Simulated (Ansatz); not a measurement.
We consider Si₃N₄ (P31c, No. 159), described by PBEsol in Ansatz (plane waves, PAW).

Settings: plane-wave cutoff 520 eV, 6×6×6 k mesh, scalar-relativistic PAW data made under PBE.

Computed at the level's own relaxed cell.

```
CELL_PARAMETERS angstrom
      7.77147     0.00000     0.00000
     -3.88574     6.73029     0.00000
      0.00000     0.00000     5.63363
ATOMIC_POSITIONS crystal
  Si 0.51174 0.08250 0.19286
  Si 0.91750 0.42923 0.19286
  Si 0.57077 0.48826 0.19286
  Si 0.08250 0.51174 0.69286
  Si 0.42923 0.91750 0.69286
  Si 0.48826 0.57077 0.69286
  Si 0.16752 0.25344 0.98547
  Si 0.74656 0.91408 0.98547
  Si 0.08592 0.83248 0.98547
  Si 0.25344 0.16752 0.48547
  Si 0.91408 0.74656 0.48547
  Si 0.83248 0.08592 0.48547
  N  0.00000 0.00000 0.98628
  N  0.00000 0.00000 0.48628
  N  0.33333 0.66667 0.63637
  N  0.66667 0.33333 0.13637
  N  0.34424 0.95474 0.96558
  N  0.04526 0.38949 0.96558
  N  0.61051 0.65576 0.96558
  N  0.95474 0.34424 0.46558
  N  0.38949 0.04526 0.46558
  N  0.65576 0.61051 0.46558
  N  0.31908 0.31513 0.23179
  N  0.68487 0.00395 0.23179
  N  0.99605 0.68092 0.23179
  N  0.31513 0.31908 0.73179
  N  0.00395 0.68487 0.73179
  N  0.68092 0.99605 0.73179
```

Task: Give the elastic tensor (Voigt notation, GPa, ions relaxed, in the Cartesian axes of the cell as printed).

Result: 
```
  403.1   144.3   127.0     0.0   -14.1     0.0
  144.3   403.1   127.0     0.0    14.1     0.0
  127.0   127.0   440.4     0.0     0.0     0.0
    0.0     0.0     0.0   122.6     0.0    14.1
  -14.1    14.1     0.0     0.0   122.6     0.0
    0.0     0.0     0.0    14.1     0.0   129.4
```

Note: the relaxation could not lower the start's symmetry, so the cell can be a saddle point above a distorted one.

Computed values are for the static lattice.

Ansatz is an electronic-structure program.
